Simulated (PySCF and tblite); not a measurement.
The numbers below are computed, except where a source is named.
C3H3FN2, numbered as in [F:1][c:2]1[cH:3][n:4][nH:5][cH:6]1.

Classical Langevin dynamics with GFN2-xTB (tblite), gas phase: time step 1.5 fs, H mass 4 u, friction 0.005 fs⁻¹, 400 steps to settle and 8000 to sample, one trajectory a temperature from the lowest conformer.

GIAO shieldings at PBE0/pcSseg-1 (PySCF) on 4 frames a temperature; like atoms are averaged, and of two unlike H on one atom a is the less shielded at the minimum.

(1) How far do thermal motions move the shieldings from their values at the minimum?

(2) What do the single frames at 300 K give for C6?

Changes within two standard errors are not significant.

## Answers

(1) 
| signal | σ at minimum (ppm) | Δσ, 300 K |
| --- | --- | --- |
| F1 | 362.8 | -8.4 ± 3.5 |
| C2 | 26.1 | -2.2 ± 2.9 |
| C3 | 56.1 | -2.9 ± 3.0 |
| N4 | -69.4 | -8.9 ± 8.8 |
| N5 | 58.2 | -1.7 ± 3.4 |
| C6 | 69.5 | 2.3 ± 2.5 |
| H3 | 24.15 | -0.19 ± 0.07 |
| H5 | 22.55 | -0.12 ± 0.13 |
| H6 | 24.37 | 0.22 ± 0.49 |

Errors are standard errors over frames. Zero-point motion is missing, and a reference compound would move too.

(2) 
```
t (fs)  V above the minimum, tight binding (kcal/mol)  E above it, DFT (kcal/mol)  torsions (°)  σ (ppm)
  2100                                            7.9                         7.9          none     69.7
  5100                                            3.1                         4.3          none     68.9
  8100                                            7.9                        10.4          none     79.4
 11100                                            4.6                         6.1          none     69.2
```
